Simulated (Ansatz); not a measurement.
Basis-set extrapolation for C2H4F2O, SMILES `CC(O)(F)F` (PBE0-D4/def2-TZVP geometry, frozen core, Ansatz 0.2.0). Multiplicity 1, RHF reference.

```json
{"": "HF", "def2-TZVPP": "-351.983507", "def2-QZVPP": "-351.999059"}
{"": "MP2 correlation", "def2-TZVPP": "-1.073164", "def2-QZVPP": "-1.163633"}
{"": "CCSD(T) correlation", "def2-TZVPP": "-1.129530", "def2-QZVPP": "not run"}
```

Energies in hartree. Use E(X) = E(∞) + A·exp(−7.88·√X) for Hartree–Fock and E(X) = E(∞) + B·X^(−2.97) for correlation, with X = 3 and 4, and add CCSD(T) minus MP2 of the smaller set to the MP2 limit.

Problem. What is the CCSD(T) energy at the basis-set limit?

Solution. HF limit: -351.999059 + (-0.015552) × 0.13774 = -352.00120. MP2 limit: -1.163633 + (-0.090469) × 0.74074 = -1.23065. Higher-order term: -1.129530 − (-1.073164) = -0.05637. Total: -353.28822 hartree, 4.77 eV below CCSD(T)/def2-TZVPP.
